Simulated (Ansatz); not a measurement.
Relaxation of CH$_{4}$SSi (7 atoms, charge 0, multiplicity 1), to a largest force component of 0.02 eV/Å in at most 40 steps.

Method: RKS PBE0/cc-pVDZ in Ansatz 0.2.0.

```xyz
7
Properties=species:S:1:pos:R:3
C -0.814 0.643 -0.307
S -0.131 -0.354 0.961
Si 1.629 -1.113 0.032
H -1.716 1.136 0.058
H -0.183 1.495 -0.610
H -1.099 0.114 -1.210
H 2.374 -1.989 1.030
```

Question: Where does it end, and by what steps?

Answer: It converged. After 5 steps the energy has fallen by 0.346 eV; H7 moved furthest, 0.29 Å.

```csv
step,energy less start (eV),largest force component (eV/Å),accepted
0,0.0000,1.687,yes
1,-0.2735,1.024,yes
2,-0.3282,0.436,yes
3,-0.3393,0.325,yes
4,-0.3463,0.056,yes
5,-0.3464,0.007,yes
```

```xyz
7
Properties=species:S:1:pos:R:3
C -0.820 0.672 -0.319
S 0.015 -0.400 0.906
Si 1.738 -1.108 -0.117
H -1.725 1.071 0.158
H -0.167 1.505 -0.610
H -1.104 0.092 -1.208
H 2.124 -1.900 1.145
```

Whether the end is a true minimum wasn't checked by a vibrational analysis.

The run took 10 s on 2 threads of Arm Neoverse V1, with other jobs on the host, peak memory 0.14 GiB.
